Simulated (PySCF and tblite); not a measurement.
Results of a calculation; reference values are marked as such.
**Barrier and rate of a rotation**

System: C3H8S2, numbered as in [CH3:1][CH:2]([CH3:3])[S:4][SH:5].

Motion: rotation about the C2–S4 bond (torsion C1–C2–S4–S5 from -62° to -192°, falling). Level: PBE0/pcSseg-1 + D3(BJ) on GFN2-xTB stationary points, with GFN2-xTB thermal terms. Rates follow Eyring's equation with the number of equivalent paths and no tunnelling. Run with tblite and PySCF.

```json
{"point": "start", "symmetry": "C1", "E(GFN2) kcal/mol": "0.0", "E(DFT) kcal/mol": "0.0", "ZPE change kcal/mol": "0.00", "lowest mode cm⁻¹": "72", "dipole D": "2.10"}
{"point": "saddle", "symmetry": "C1", "E(GFN2) kcal/mol": "2.9", "E(DFT) kcal/mol": "3.8", "ZPE change kcal/mol": "-0.06", "lowest mode cm⁻¹": "60i", "dipole D": "2.27"}
{"point": "end", "symmetry": "C1", "E(GFN2) kcal/mol": "1.2", "E(DFT) kcal/mol": "0.5", "ZPE change kcal/mol": "-0.09", "lowest mode cm⁻¹": "46", "dipole D": "2.10"}
```

```
Electronic barrier                                      : 3.8 kcal/mol
Barrier with zero-point energy                          : 3.7 kcal/mol
ΔH‡ (298 K)                                             : 3.2 kcal/mol
ΔS‡ (298 K, symmetry apart)                             : -3.6 cal/(mol K)
Paths                                                   : 1 equivalent path
End point                                               : a different minimum
Mean lifetime of the start against this motion at 298 K : 220 ps
Cost                                                    : 65 s on 1 thread of Arm Neoverse N1 (shared host) (rough), peak memory 0.72 GiB, launched as `OMP_NUM_THREADS=1 python ens_run.py task.json out`
```

```
T/K  ΔG‡ kcal/mol     k s⁻¹  ΔG kcal/mol  k back s⁻¹
150           3.9   6.2×10⁶          0.3       2×10⁷
200           4.0   1.7×10⁸          0.3     3.7×10⁸
250           4.2   1.2×10⁹          0.3     2.2×10⁹
298           4.3   4.5×10⁹          0.3     7.1×10⁹
350           4.4  1.2×10¹⁰          0.2    1.8×10¹⁰
400           4.6  2.6×10¹⁰          0.2    3.4×10¹⁰
500           4.9  7.5×10¹⁰          0.2    8.8×10¹⁰
```

ΔG and ΔG‡ leave out symmetry numbers and mirror images; rates count paths: 1 out, 1 back.
